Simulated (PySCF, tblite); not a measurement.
# AsH₆O+, a complex of two parts as drawn: NMR shifts, interaction energy, infrared bands, spin-spin couplings, core binding energies and electronic excitations

The task here is to estimate one member of a computed series from the others.

Computed with tblite 0.8.0 and PySCF 2.14.0; each step states its level. No surroundings beyond the atoms listed, unless a continuum is named. Atoms count from 0, parts from 1.

### Starting point

8 atoms, charge 1, multiplicity 1; geometry: rigid parts in contact. Parts: 1 = atoms 0–3, `[OH3+]`, charge 1; 2 = atoms 4–7, `[AsH3]`, charge 0.

The first run:

What the job is given:

```
{"job": {"kind": "dock", "xc": "GFN2-xTB", "basis": "xTB"}, "charge": 1, "multiplicity": 1, "parts": [{"atoms": "0-3", "charge": 1, "multiplicity": 1}, {"atoms": "4-7", "charge": 0, "multiplicity": 1}]}
O      0.000759    -0.002496     0.212759
H     -0.590791    -0.733046    -0.076966
H     -0.340695     0.878627    -0.060188
H      0.930727    -0.143085    -0.075605
As     3.139263    -0.273726    -0.461726
H      4.542339     0.200113    -0.253374
H      2.928535     0.839847    -1.438201
H      2.689991     0.633387     0.639926
```

With the program's defaults for keys left out, this is: GFN2-xTB search for minima from random contacts, gas phase.

Launch:

```
$ OMP_NUM_THREADS=1 python cluster_run.py task.json out
```

This one command runs all jobs of the session in turn.

Among the steps run: Bringing the parts together with GFN2-xTB; Geometry optimisation at PBE0-D3(BJ)/def2-TZVPD; NMR shieldings: PBE0/pcSseg-2; Coupled-cluster interaction energy: CCSD(T) and MP2.

One of the session's tables, all rows but one given; the rest of the session is left out.

It belongs to the step «Coupled-cluster interaction energy: CCSD(T) and MP2». 

```
                 method  interaction energy (kcal/mol)
         HF/aug-cc-pVDZ                        -194.49
        MP2/aug-cc-pVDZ                        -188.12
       CCSD/aug-cc-pVDZ                        -187.94
    CCSD(T)/aug-cc-pVDZ                        -175.67
         HF/aug-cc-pVQZ                        -195.78
        MP2/aug-cc-pVQZ                        -189.25
    SCS-MP2/aug-cc-pVQZ                        -191.19
      MP2, extrapolated                        -189.20
CCSD(T), limit estimate                              ?
```

Q: Estimate the row for CCSD(T), limit estimate from the others.

The run gave: interaction energy (kcal/mol): -176.75. In the column «interaction energy (kcal/mol)» it lies between CCSD/aug-cc-pVDZ (-187.94) and CCSD(T)/aug-cc-pVDZ (-175.67).

At this geometry H3 has moved to As4 of another part (1.48 Å), so this energy is mostly that of cutting a chemical bond between strained fragments, not an intermolecular interaction.

Limits of these values: Shifts at one fixed geometry are not the observed spectrum, which averages over the motion. At this geometry a test (T1, the size of the triples or of CCSD(T) less MP2, charge moved between the parts) flags the run, so its CCSD(T) estimate is not taken as a benchmark. The interaction energy leaves out the deformation of the parts, 158.7 kcal/mol at MP2. So large a deformation means that a part is far from its own minimum, so a sum across the two methods would be rough.
